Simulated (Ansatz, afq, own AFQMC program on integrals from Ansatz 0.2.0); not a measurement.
BSiH2, doublet → BSiH₂⁺, triplet, worked out

```
atom   x (Å)    y (Å)    z (Å)
  Si  0.0000  -0.0053   0.5948
   B  0.0000  -0.0779  -1.2479
   H  0.0000   1.1505  -0.7602
   H  0.0000  -0.1670  -2.4296
```

Connectivity, by distances: Si–BH, 1 bridging H.

Both states at this geometry.

Basis cc-pVTZ. Noble-gas cores (and the filled d shells of Ga–Kr and In–Xe) are frozen. AFQMC by an in-house program on the Cholesky factors that Ansatz 0.2.0 writes for its CCSD(T) run. ph-AFQMC/CISD is guided by a CISD state made of CCSD amplitudes; releasing the constraint for a short imaginary time cuts its bias at the price of noise, slowly where states lie close. ± is one standard error of the sampling.

Total energies in eV. CBS is CCSD(T) at the limit of def2-TZVPP/QZVPP (extrapolated itself); the highest rung of each member is named.

Cautions: BSiH₂ (doublet): the ph-AFQMC/CISD walk drifts between its halves (2.0 errors), its ph-AFQMC/CISD value lies 30 ± 5 meV above CCSDT(Q); BSiH₂⁺ (triplet): another spin lies lower, unrestricted determinant slightly spin contaminated (⟨S²⟩ 2.07 against 2.00), the released energies are still falling, so no released level is given (meV from the phaseless value at times in 1/Eh: -9 ± 4 at 0.24, -15 ± 5 at 0.51, -18 ± 3 at 0.99, -21 ± 4 at 1.62, -29 ± 7 at 2.40), though the last usable value meets CCSDT(Q) within the noise, its ph-AFQMC/CISD value lies 36 ± 5 meV above CCSDT(Q); this isn't the first ionization.

| member | count | CCSD(T)/cc-pVTZ | highest rung in cc-pVTZ | which | CCSD(T)/CBS |
| --- | --- | --- | --- | --- | --- |
| BSiH₂⁺, triplet | +1 | -8560.2625 | -8560.3188 | CCSDT(Q) | -8560.8536 |
| BSiH₂, doublet | -1 | -8569.5148 | -8569.5705 | CCSDT(Q) | -8570.1987 |

Question: Work out the best estimate of the vertical ionization energy: the CCSD(T)/CBS difference plus the step from CCSD(T) to the highest rung.

Answer: Sums with the counts: CCSD(T)/CBS 9.3451 eV, highest rung 9.2517 eV, CCSD(T)/cc-pVTZ 9.2523 eV. The step is 9.2517 − 9.2523 = -0.0006 eV, so the best estimate is 9.3451 + (-0.0006) = 9.3445 eV = 215.5 kcal/mol. The basis set is worth 0.093 eV of it. Zero-point, core-correlation and spin–orbit terms aren't in it. Past Ne the Hartree–Fock part of each CBS total tends to overshoot, since the cores don't follow the formula; that largely cancels in the difference.

Best estimates are given only where the step beyond CCSD(T) is under 0.3 eV and no member's determinant is very poor (T1 over 0.05, or 0.07 for open shells, ⟨S²⟩ too high by 0.3, two states mixed), so the hardest cases are missing from such tables.

CCSDT and higher add their correlation energy to the determinant of the CCSD(T) run, since their own runs factorise the integrals more tightly (a shift of under 2 meV). Each member of a difference takes its own highest rung, so a best estimate needn't equal the limit plus the step of one row.
